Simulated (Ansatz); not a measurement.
# NO₂, doublet: energies of several shapes or isomers

Program: Ansatz, Gaussian basis, development build; BCCD by scripts on PySCF. Basis cc-pVDZ, 3 core orbitals frozen, nonrelativistic. On stretched bonds single-reference methods can fail or change state.

Case A:

| atom | x (Å) | y (Å) | z (Å) |
| --- | --- | --- | --- |
| N | 0.0000 | 0.0000 | 0.0000 |
| O | 1.1224 | 0.0000 | 0.4758 |
| O | -1.1224 | 0.0000 | 0.4758 |

Case B:

```csv
atom,x (Å),y (Å),z (Å)
N,0.0000,0.0000,0.0000
O,1.3156,0.0000,0.5577
O,-1.3156,0.0000,0.5577
```

Energy less that of case A, in eV:

| case | RBCCD(T) | UBCCD(T) |
| --- | --- | --- |
| B | +2.233 | +2.243 |

Task: Give the UCCSD(T) energies against case A.

Result: B: +2.273 eV (52.4 kcal/mol).
